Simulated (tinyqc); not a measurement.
Inside a calculation. Method: Hueckel theory of the pi electrons with the omega technique, for the molecule C=C[CH2-] (SMILES; centres numbered as the heavy atoms are written). One step of it, computed by the program tinyqc.

Task: Omega technique, round 2. h_r = h_r(0) + omega q_r, omega = 0.6, with q_r = z_r - P_rr; 0.7 of the old diagonal is kept.

Hueckel matrix in units of beta (H = alpha + beta A), lower triangle:
```
,1C,2C,3C
1C,0.000000
2C,1.000000,0.000000
3C,0.000000,1.000000,0.000000
```

charge and bond-order matrix P, lower triangle:
```
,1C,2C,3C
1C,1.484098
2C,0.706749,1.031804
3C,-0.515902,0.706749,1.484098
```

Centres:
```
centre,"z_r, pi electrons of the neutral centre",h
1C,1,0.000000
2C,1,0.000000
3C,1,0.000000
```

Give: matrix after round 2.

Result:

matrix after round 2, lower triangle:
```
,1C,2C,3C
1C,-0.1501
2C,1.0000,-0.0057
3C,0.0000,1.0000,-0.1501
```
